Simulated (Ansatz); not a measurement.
Zinc-blende BP, treated with r²SCAN0 in Ansatz (plane waves, PAW).

Total energies, extrapolated to zero smearing (they compare only within this program, potentials and cutoff; free atoms with spin allowed, lowest state found):

| system | energy (eV/atom) |
|---|---|
| zinc-blende BP, relaxed | -458.2462 |
| free B atom | -150.4080 |
| free P atom | -755.6904 |

Q: Work out the cohesive energy per atom.

A: E_coh = [1 × (-150.4080) + 1 × (-755.6904)]/2 − (-458.2462) = 5.20 eV/atom. The reference value is 5.14 eV/atom (measured, static lattice: zero-point vibration energy added, our sources range from 5.14 to 5.20; as tabulated in Mejia-Rodriguez and Trickey (2018), arXiv:1807.09216), a difference of +0.06 eV/atom.

The PAW data were made under PBE.

Ansatz is a quantum-chemistry and plane-wave program.
